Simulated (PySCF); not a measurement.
Species, as SMILES: ClB(Cl)Cl.
Geometry (B3LYP-D3(BJ)/def2-TZVP, fixed):
```
B
Cl 1 1.7452
Cl 1 1.7452 2 120.00
Cl 1 1.7452 2 120.00 3 -180.00
```

Basis-set convergence of the lowest singlet excitation energy at CAM-B3LYP with PySCF. Tamm-Dancoff approximation; the state is taken by its order, and sets in which it differs in degeneracy or brightness are left out, yet its character can still change. All functions are spherical. Density fitting with generated auxiliary sets. No added dispersion term, no relativity. Reference: the value in aug-pcseg-2, 5.846 eV, itself unsure by roughly 0.005 eV (its distance from aug-cc-pV(T+d)Z). Deviations are taken from unrounded values. Cost is core time over that of def2-SVP, rough, on shared machines of one kind.

```tsv
basis	functions	cost
def2-SVP	68	1×
def2-SVPD	101	2×
aug-cc-pV(D+d)Z	119	2×
def2-TZVP	142	3×
def2-TZVPP	157	4×
def2-TZVPD	175	6×
jun-cc-pV(T+d)Z	183	8×
def2-TZVPPD	190	8×
aug-cc-pV(T+d)Z	211	9×
def2-QZVPP	267	20×
def2-QZVPPD	300	30×
```

Problem. Which is the smallest set listed that can be trusted to 0.1 eV here, that is, within that of the reference together with its larger relatives (same family, alike in diffuse functions; a set with none to test it counts only in the reference's own line)?

Solution. The smallest set listed that lies within 0.1 eV of the reference with all its larger relatives (same family, alike in diffuse functions; a set with none counts only in the reference's own line) is def2-SVPD (101 functions, 2× in cost, 0.015 eV off). Value minus reference: def2-SVP 0.238, def2-SVPD 0.015, aug-cc-pV(D+d)Z -0.019, def2-TZVP 0.060, def2-TZVPP 0.059, def2-TZVPD -0.011, jun-cc-pV(T+d)Z -0.010, def2-TZVPPD -0.012, aug-cc-pV(T+d)Z -0.005, def2-QZVPP 0.002, def2-QZVPPD -0.014 eV.
